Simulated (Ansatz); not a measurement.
# AlHS (quintet): from Hartree-Fock to the top rungs, cc-pVTZ

One table from this session's results is given with a row withheld; the runs are named, their logs left out.

Program: Ansatz 0.2.0, Gaussian basis. Level of theory: cc-pVTZ, core rule «outside noble gas», up to 10 orbitals frozen. These are calculated values, not measurements.

To be run: UHF; CCSD(T) on ROHF; CCSD(T) on UHF; BCCD(T) on ROHF; CCSDT(Q) on ROHF; CCSDT(Q) on UHF.

19 further runs of the same task are left out: 13 for a known fault of the program, 6 set aside as unsound or not needed.

### The system

The geometry is a PBE0/def2-TZVP stationary point (not a proven minimum) of the parent state, kept for this charge and spin.

3 atoms, charge 0, spin multiplicity 5.

Atoms are counted from 1 here; the program's logs count them from 0.

Bond lengths: Al1–S2 2.185 Å, S2–H3 1.348 Å. Angles: Al1–S2–H3 99.2°.

Set-up of the first run:

The input, in.yaml:

```yaml
crystal:
  periodic: [false, false, false]
  atoms:
    - {symbol: Al, position_ang: [0.000000, 0.032224, 1.206475]}
    - {symbol: S, position_ang: [0.000000, -0.066502, -0.975876]}
    - {symbol: H, position_ang: [0.000000, 1.252993, -1.251158]}
basis:
  gaussian: {orbitals: cc-pVTZ}
magnetization: {spin_polarized: true, initial_magnetization: 4}
hamiltonian: {xc: hf}
output: {orbitals: {seedname: orbitals}}
```

The run is started by

```
ansatz run in.yaml --threads 1 --pin off --events-out ev --progress --plain --max-ram 4096MiB --backend cpu
```

Steps of the session up to this table: UHF; CCSD(T) on ROHF; CCSD(T) on UHF; BCCD(T) on ROHF; CCSDT(Q) on ROHF; CCSDT(Q) on UHF.

One of the session's tables, all rows but one given; the rest of the session is left out.

| method | from UCCSDT(Q) (kcal/mol) |
| --- | --- |
| ROHF | +139.54 |
| UHF | +135.80 |
| RMP2 | +24.67 |
| UMP2 | +25.37 |
| RCCSD | +6.36 |
| UCCSD | +6.20 |
| RCCSD(T) | ? |
| UCCSD(T) | +1.02 |
| BCCD(T) | +1.04 |
| RCCSDT | +0.31 |
| UCCSDT | +0.24 |
| RCCSDT(Q) | +0.07 |
| UCCSDT(Q) | 0 |

**Question.** Estimate the row for RCCSD(T).

The run gave: from UCCSDT(Q) (kcal/mol): +1.06. In the column «from UCCSDT(Q) (kcal/mol)» it lies between BCCD(T) (+1.04) and UCCSD (+6.20).

To keep in mind: Restricted and unrestricted rows rest on different reference determinants; where their highest levels disagree by more than a few hundredths of an eV, they describe different states and don't form one ladder.
